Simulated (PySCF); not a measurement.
# Magnetic susceptibility: SMILES [P+]1(C)(P)CC1, [C3H9P2]+, charge +1

Geometry:
```json
{"atom": "C1", "x (Å)": "1.102", "y (Å)": "-1.273", "z (Å)": "-0.516"}
{"atom": "P2", "x (Å)": "0.149", "y (Å)": "0.153", "z (Å)": "0.043"}
{"atom": "P3", "x (Å)": "1.057", "y (Å)": "2.063", "z (Å)": "0.561"}
{"atom": "C4", "x (Å)": "-1.418", "y (Å)": "-0.190", "z (Å)": "0.875"}
{"atom": "C5", "x (Å)": "-1.550", "y (Å)": "0.274", "z (Å)": "-0.560"}
{"atom": "H6", "x (Å)": "1.837", "y (Å)": "-1.549", "z (Å)": "0.254"}
{"atom": "H7", "x (Å)": "0.412", "y (Å)": "-2.112", "z (Å)": "-0.689"}
{"atom": "H8", "x (Å)": "1.623", "y (Å)": "-1.021", "z (Å)": "-1.451"}
{"atom": "H9", "x (Å)": "2.064", "y (Å)": "1.445", "z (Å)": "1.363"}
{"atom": "H10", "x (Å)": "1.847", "y (Å)": "2.084", "z (Å)": "-0.627"}
{"atom": "H11", "x (Å)": "-1.712", "y (Å)": "0.502", "z (Å)": "1.671"}
{"atom": "H12", "x (Å)": "-1.619", "y (Å)": "-1.244", "z (Å)": "1.100"}
{"atom": "H13", "x (Å)": "-1.841", "y (Å)": "-0.463", "z (Å)": "-1.318"}
{"atom": "H14", "x (Å)": "-1.937", "y (Å)": "1.282", "z (Å)": "-0.744"}
```

Total charge +1.

Method used: PySCF, GIAO LC-wPBE/pcSseg-1 magnetisability, rotational g tensor and spin-rotation constants, non-relativistic, gas phase. Geometry: PBE0-D3(BJ)/def2-SVP.

For an ion the centre-of-mass motion in the field is neglected.

Q: What are the magnetisability and the molar susceptibility?

A: Isotropic -1344 × 10⁻³⁰ J/T², or -80.9 × 10⁻⁶ cm³/mol; principal values -1494, -1295, -1243 × 10⁻³⁰ J/T², anisotropy 229 × 10⁻³⁰ J/T² (root of half the summed squared differences of the principal values). The susceptibility is in cgs units.

Q: Split it along the inertial axes a, b, c into diamagnetic and paramagnetic parts about the centre of mass, with the quadrupole moment.

A: 
```tsv
axis	χ (10⁻⁶ cm³/mol)	diamagnetic (10⁻⁶ cm³/mol)	paramagnetic (10⁻⁶ cm³/mol)	summed x² of all electrons (Å²)	quadrupole Θ (D Å)
a	-85.3	-398.0	312.7	110.0	+6.71
b	-82.7	-575.3	492.6	68.2	-0.23
c	-74.8	-756.0	681.1	25.6	-6.48
```
Anisotropies 2χaa − χbb − χcc = -13.0 and 2χbb − χaa − χcc = -5.3 × 10⁻⁶ cm³/mol. Θ is traceless in Buckingham's convention.

Q: And the rotational g tensor?

A: 
| axis | rotational constant (GHz) | g | nuclear part | electronic part |
| --- | --- | --- | --- | --- |
| a | 4.1580 | +0.0342 | 0.6451 | -0.6109 |
| b | 2.4101 | +0.0215 | 0.5793 | -0.5578 |
| c | 1.7862 | +0.0124 | 0.5840 | -0.5716 |

Asymmetric top; isotopes 12C, 1H, 31P; no vibrational averaging.
